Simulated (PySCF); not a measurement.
# What builds the first ionisation energy along the second row

All values are computed (PySCF 2.14, energy differences of UHF-based or UKS calculations, no spin-orbit coupling). Each column adds one step, in eV (sums use unrounded values): valence MP2, valence CCSD, valence triples, then the next inner shell at CCSD(T) (Be 1s, B 1s, C 1s, N 1s, O 1s, Ne 1s). References (NIST) marked * lie between the lowest fine-structure levels; the others compare directly ((s) semi-empirical, (t) theoretical).

| element | UHF | + MP2 | + CCSD | + (T) | + inner shell | sum | reference |
| --- | --- | --- | --- | --- | --- | --- | --- |
| Be [He] 2s2 → [He] 2s1 (def2-TZVPPD, non-relativistic) | 8.042 | 0.713 | 0.517 | 0.000 | 0.002 | 9.274 | 9.323 |
| B [He] 2s2 2p1 → [He] 2s2 (def2-TZVPPD, non-relativistic) | 8.042 | 0.220 | -0.088 | 0.036 | 0.015 | 8.226 | 8.297 |
| N [He] 2s2 2p3 → [He] 2s2 2p2 (def2-TZVPPD, non-relativistic) | 13.898 | 0.673 | -0.138 | 0.022 | 0.013 | 14.468 | 14.545 |
| O [He] 2s2 2p4 → [He] 2s2 2p3 (def2-TZVPPD, non-relativistic) | 12.025 | 1.259 | 0.038 | 0.041 | 0.008 | 13.371 | 13.608 |
| Ne [Ne] → [He] 2s2 2p5 (def2-TZVPPD, non-relativistic) | 19.677 | 1.906 | -0.266 | 0.057 | 0.007 | 21.382 | 21.597 |

Q: Estimate the missing row, C [He] 2s2 2p2 → [He] 2s2 2p1 (def2-TZVPPD, non-relativistic).

A: The calculation gives UHF 10.802; + MP2 0.443; + CCSD -0.095; + (T) 0.026; + inner shell 0.014; sum 11.190. The reference value is 11.262.

What remains against the references is mostly basis incompleteness.

These are valence bases, so the inner-shell step is incomplete.
